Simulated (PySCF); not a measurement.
Species: C3H3ClN2.
Atom-mapped SMILES: `[Cl:1][c:2]1[cH:3][nH:4][cH:5][n:6]1`

Cartesian coordinates in Å at the PBE0-D3(BJ)/def2-SVP level; atoms count from 1:
```xyz
9
C3H3ClN2 angstrom
Cl     2.8434    0.2124    0.2308
C      1.1525   -0.0239    0.0808
C      0.1853    0.9547    0.1242
N     -0.9906    0.2680   -0.0402
C     -0.6833   -1.0479   -0.1702
N      0.6101   -1.2518   -0.0999
H      0.2416    2.0313    0.2506
H     -1.9169    0.6740   -0.0631
H     -1.4421   -1.8168   -0.3130
```

Probes without a nucleus sit at each ring's centroid and 1 Å off its mean plane on both sides; NICS is minus the shielding there, NICSzz its component along the normal. Level: GIAO PBE/pcSseg-2 (PySCF, non-relativistic, gas phase) on the PBE0-D3(BJ)/def2-SVP geometry, one conformer.

Ring bond lengths (Å): C2–C3 1.377, C3–N4 1.372, N4–C5 1.358, C5–N6 1.311, N6–C2 1.355.

**Question.** What do the NICS probes read (ppm)?

**Answer.** 
```json
{"ring": "C2–C3–N4–C5–N6", "type": "5-membered ring with 2 N; formal bonds all aromatic", "NICS(0)": "-13.1", "NICS(1), two faces": "-9.7 / -9.7", "NICS(1)zz, two faces": "-29.0 / -29.0", "rms pucker (Å)": "0.00", "centre to ring atoms, mean (Å)": "1.15"}
```

**Question.** What do they say, and how far can they be read as aromaticity?

**Answer.** 
- C2–C3–N4–C5–N6: mean NICS(1)zz -29.0 ppm, shielded, aromatic by this magnetic criterion (flat ring, no four-coordinate atom).

**Question.** How equal are the bonds by HOMA? Use HOMA with the parameters of Krygowski (1993).

**Answer.** 
- C2–C3–N4–C5–N6: HOMA 0.94; the largest term is that of C3–N4, α(R − Ropt)² = 0.13. The geometric and the magnetic index point the same way.

**Question.** What is the mean of the two in-plane components of NICS at the first NICS(1) probe listed for ring C2–C3–N4–C5–N6, 1 Å off the ring?

**Answer.** The isotropic value is a third of the trace: (3 × -9.7 − (-29.0))/2 = 0.0 ppm.

**Question.** How shielded are the nuclei of the rings and their hydrogens (means over atoms taken as equivalent)?

**Answer.** 
```json
{"atoms": "C2", "environment": "aromatic C–Cl carbon", "σ isotropic (ppm)": "33.5"}
{"atoms": "C3", "environment": "aromatic CH next to a ring nitrogen", "σ isotropic (ppm)": "64.5"}
{"atoms": "N4", "environment": "pyrrole-type nitrogen", "σ isotropic (ppm)": "78.8"}
{"atoms": "C5", "environment": "aromatic CH next to a ring nitrogen", "σ isotropic (ppm)": "45.8"}
{"atoms": "N6", "environment": "pyridine-type nitrogen", "σ isotropic (ppm)": "-42.4"}
{"atoms": "H7", "environment": "aromatic hydrogen", "σ isotropic (ppm)": "24.40"}
{"atoms": "H8", "environment": "N–H hydrogen", "σ isotropic (ppm)": "22.77"}
{"atoms": "H9", "environment": "aromatic hydrogen", "σ isotropic (ppm)": "24.01"}
```

**Question.** How do the values depend on the level or the medium?

**Answer.** 
```tsv
level	NICS(0), C2–C3–N4–C5–N6	mean NICS(1)zz, C2–C3–N4–C5–N6
PBE/pcSseg-2, gas	-13.1	-29.0
PBE0/pcSseg-1, gas	-14.2	-29.6
```

The geometry is the same throughout.
